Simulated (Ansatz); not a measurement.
Ideal-gas functions of `O/C=C\F` at 400 K and 1 bar, from an Ansatz frequency run at PBE0-D4/def2-TZVP.

Molar mass 62.04 g/mol, point group Cs (symmetry number 1), electronic degeneracy 1, moments of inertia 24.858, 81.793, 106.651 u Å². Harmonic wavenumbers (cm⁻¹, unscaled): 234, 426, 547, 730, 769, 890, 1038, 1136, 1232, 1369, 1404, 1770, 3239, 3271, 3824.

Use S(trans) = R[1.5 ln M + 2.5 ln T − 1.1517]; rotational temperatures θ = 24.2544 K / I; S(rot) = R[ln(√π/σ · √(T³/θAθBθC)) + 1.5]; for each mode x = 1.438777 ν̃/T, S = R[x/(eˣ − 1) − ln(1 − e⁻ˣ)] and H = RT x/(eˣ − 1); 1 cm⁻¹ = 0.0119627 kJ/mol; R = 8.31446 J/(mol·K).

**Question.** By hand: the entropy, in J/(mol·K).

**Answer.** Translation 166.4. Rotation: θ = 0.9757, 0.2965, 0.2274 K, giving 103.3. Vibration, mode by mode: 9.99, 5.53, 3.91, 2.33, 2.08, 1.48, 0.96, 0.72, 0.54, 0.36, 0.32, 0.11, 0.00, 0.00, 0.00, in all 28.3. Electronic 0.0. Sum 298.0 J/(mol·K).

**Question.** By hand: H − E and G − E in kJ/mol, counted from the electronic energy.

**Answer.** Zero-point energy ½ × 21879 × 0.0119627 = 130.9; thermal vibration 7.3; translation, rotation and pV give 4 RT = 13.3. H − E = 151.5 kJ/mol, and G − E = 151.5 − 400 × 298.0/1000 = 32.3 kJ/mol.

Vibration gives 9 % of the entropy. The sum counts one conformer and one mirror image; others add a mixing term.
